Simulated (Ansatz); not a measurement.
Ansatz (an electronic-structure program) input (CCSD(T)/aug-cc-pVDZ):

Ansatz 0.2 input:
```yaml
crystal:
  periodic: [false, false, false]
  atoms:
    - {symbol: N, position_ang: [-0.00356243, 0.11201664, 0.09548205]}
    - {symbol: H, position_ang: [0.80776927, -0.37468272, -0.32489897]}
    - {symbol: H, position_ang: [-0.78283228, -0.40943375, -0.34347535]}
basis:
  gaussian:
    orbitals: aug-cc-pVDZ
total_charge: -1
magnetization: {spin_polarized: false}
correlation: {method: ccsd_t, electrons: outside_noble_gas}
output: {forces: true}
```

End of the output:

```
integrals: 0.01 GiB planned
396 factors; integrals over basis functions are off by at most 9.0e-4 eV
mean field: 0.06 GiB planned
mean field evaluation 1: about -1510.6761 eV, gradient 1.2e1 eV
mean field evaluation 2: about -1510.6767 eV, gradient 1.2e1 eV
mean field evaluation 4: about -1511.1795 eV, gradient 2.2e0 eV
mean field evaluation 8: about -1511.2001 eV, gradient 1.8e-3 eV
mean field evaluation 16: about -1511.1990 eV, gradient 1.7e-1 eV
mean field -1511.20006803 eV, -55.5355781719 hartree, gradient 2.5e-6 eV, S^2 0.000000; 0 other end points of the search recorded, 0 dependent functions left out
1 core orbitals not correlated
reference -1511.20006803 eV, -55.5355781719 hartree; 4, 4 occupied and 36, 36 virtual orbitals, 396 factors
densities: 0.08 GiB planned
second order -5.99702199 eV of doubles, -0.00000000 eV of singles
coupled cluster: 0.07 GiB planned
cycle   1  -5.97276543 eV  change    2.4e-2 eV  update   7.9e-2
cycle   2  -6.13442763 eV  change   -1.6e-1 eV  update   2.5e-2
cycle   3  -6.19491133 eV  change   -6.0e-2 eV  update   1.3e-2
cycle   4  -6.19322267 eV  change    1.7e-3 eV  update   3.5e-3
cycle   5  -6.19187345 eV  change    1.3e-3 eV  update   1.5e-3
cycle   6  -6.19208995 eV  change   -2.2e-4 eV  update   6.1e-4
cycle   7  -6.19196655 eV  change    1.2e-4 eV  update   1.9e-4
cycle   8  -6.19192109 eV  change    4.5e-5 eV  update   6.9e-5
cycle   9  -6.19192377 eV  change   -2.7e-6 eV  update   3.2e-5
cycle  10  -6.19192061 eV  change    3.2e-6 eV  update   9.7e-6
cycle  11  -6.19191470 eV  change    5.9e-6 eV  update   5.0e-6
cycle  12  -6.19191847 eV  change   -3.8e-6 eV  update   2.4e-6
perturbative correction -0.23511243 eV, -0.0086402225 hartree
the calculation of the forces begins
Total energy: -1517.62709894 eV, -55.7717672013 hartree
Atom 0 at    -0.003562     0.112017     0.095482 Å, force    -0.004970     0.156270     0.133203 eV/Å
Atom 1 at     0.807769    -0.374683    -0.324899 Å, force     0.269223    -0.072307    -0.063486 eV/Å
Atom 2 at    -0.782832    -0.409434    -0.343475 Å, force    -0.264253    -0.083962    -0.069717 eV/Å
Dipole moment:     0.008545    -0.268703    -0.229040 e Å
```

Whether it binds its extra electron was not tested at this geometry.
